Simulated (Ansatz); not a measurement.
hcp Tc, treated with LDA in Ansatz (PAW).

Run with plane-wave cutoff 520 eV, 30×30×16 k mesh (along the axes of the cell as run), Fermi–Dirac smearing 0.055 eV (set by the program), no spin polarisation, scalar-relativistic PAW data made under PBE.

Cell (relaxed at this level):

```yaml
crystal:
  lattice:
    - [2.70962, 0.00000, 0.00000]
    - [-1.35481, 2.34660, 0.00000]
    - [0.00000, 0.00000, 4.33222]
  atoms:
    - { symbol: Tc, position: [0.66667, 0.33333, 0.75000] }
    - { symbol: Tc, position: [0.33333, 0.66667, 0.25000] }
```

**Question.** Predict the Poisson ratio, elastic constant C33, elastic constant C12, elastic constant C11, elastic constant C13, elastic constant C44 and elastic constant C66.

**Answer.** 
- Poisson ratio: 0.297
- elastic constant C33: 607 GPa
- elastic constant C12: 252 GPa
- elastic constant C11: 556 GPa
- elastic constant C13: 216 GPa
- elastic constant C44: 155 GPa
- elastic constant C66: 152 GPa

Elastic constants are with the ions relaxed.

Static lattice: no zero-point or thermal effects.

Ansatz is a first-principles code.
